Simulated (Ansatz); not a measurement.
# AlBH₅ (doublet): wave-function methods side by side at distance Al1–H4 along a hydrogen transfer = 1.922 Å, cc-pVDZ

Aim: climb from Hartree-Fock through coupled cluster and multireference methods for AlBH₅ (doublet) at one geometry and basis, and see what each rung misses.

Method: cc-pVDZ, core rule «outside noble gas», up to 6 orbitals frozen; program: Ansatz 0.2.0, Gaussian basis.

To be run: UHF; CCSD(T) on ROHF; CCSD(T) on UHF; BCCD(T) on ROHF; CISD; CCSDT(Q) on ROHF; CCSDT(Q) on UHF; CASSCF and MRCISD+Q, 3 electrons in 3 orbitals; CASSCF and NEVPT2, 3 electrons in 3 orbitals; CASSCF and NEVPT2, 9 electrons in 9 orbitals.

8 further runs of the same task are left out: 2 for a mislabelled method, 5 that didn't finish, 1 set aside as unsound or not needed.

### 1 The system

The geometry derives from fragments relaxed apart (PBE0/def2-TZVP) and kept rigid, so it is no stationary point. A hydrogen atom is moved between rigid fragments.

7 atoms, charge 0, spin multiplicity 2.

Atoms are counted from 1 here; the program's logs count them from 0.

Bond lengths: Al1–H2 1.586 Å, Al1–H3 1.586 Å, Al1–H4 1.922 Å, B5–H6 1.191 Å, B5–H7 1.191 Å. Angles: H2–Al1–H3 120.0°, H2–Al1–H4 120.0°, H3–Al1–H4 120.0°, H6–B5–H7 129.4°.

### 2 UHF

Input file in.yaml:

```yaml
crystal:
  periodic: [false, false, false]
  atoms:
    - {symbol: Al, position_ang: [-1.092286, 0.000000, 0.000000]}
    - {symbol: H, position_ang: [-1.885209, 1.373384, 0.000000]}
    - {symbol: H, position_ang: [-1.885209, -1.373384, 0.000000]}
    - {symbol: H, position_ang: [0.829714, 0.000000, 0.000000]}
    - {symbol: B, position_ang: [2.448714, 0.000000, 0.000000]}
    - {symbol: H, position_ang: [2.957788, 0.000000, 1.077008]}
    - {symbol: H, position_ang: [2.957788, 0.000000, -1.077008]}
basis:
  gaussian: {orbitals: cc-pVDZ}
magnetization: {spin_polarized: true, initial_magnetization: 1}
hamiltonian: {xc: hf}
output: {orbitals: {seedname: orbitals}}
```

Command:

```bash
ansatz run in.yaml --threads 1 --pin off --events-out ev --progress --plain --max-ram 2393MiB
```

The runs that follow: CCSD(T) on ROHF; CCSD(T) on UHF; BCCD(T) on ROHF; CISD; CCSDT(Q) on ROHF; CCSDT(Q) on UHF; CASSCF and MRCISD+Q, 3 electrons in 3 orbitals; CASSCF and NEVPT2, 3 electrons in 3 orbitals; CASSCF and NEVPT2, 9 electrons in 9 orbitals.

Before running them: what should the planned runs give, taken together? Wanted: UCCSDT(Q) below the RHF energy; RMP2 from UCCSDT(Q); UMP2 from UCCSDT(Q); RCCSD from UCCSDT(Q); RCCSD(T) from UCCSDT(Q); UCCSD(T) from UCCSDT(Q); RCCSDT(Q) from UCCSDT(Q); NEVPT2 pair from UCCSDT(Q); MRCISD+Q pair from UCCSDT(Q).

As calculated:

```
                         quantity                                                                  value
   UCCSDT(Q) below the RHF energy                                                             -5.8049 eV
              RMP2 from UCCSDT(Q)                                                        +31.09 kcal/mol
              UMP2 from UCCSDT(Q)                                                        +32.11 kcal/mol
             RCCSD from UCCSDT(Q)                                                         +3.23 kcal/mol
          RCCSD(T) from UCCSDT(Q)                                                         +0.76 kcal/mol
          UCCSD(T) from UCCSDT(Q)                                                         +0.80 kcal/mol
         RCCSDT(Q) from UCCSDT(Q)                                                          0.00 kcal/mol
       NEVPT2 pair from UCCSDT(Q)                                                        +30.31 kcal/mol
     MRCISD+Q pair from UCCSDT(Q)                                                         +0.59 kcal/mol
   NEVPT2 frontier from UCCSDT(Q)                                                        +29.84 kcal/mol
levels within 1 kcal/mol (43 meV)  RCCSD(T), UCCSD(T), BCCD(T), RCCSDT, UCCSDT, RCCSDT(Q), MRCISD+Q pair
                    T1 diagnostic                                                                  0.019
```

In words: RCCSD(T) lands +0.76 kcal/mol from the yardstick (0.6 % of the correlation energy). Of the multireference levels listed MRCISD+Q pair comes nearest in total energy (+0.59 kcal/mol), which doesn't show that its space is the better one. These misses are within one basis, not against nature; the frozen cores of restricted and unrestricted runs differ, which can shift their rows.
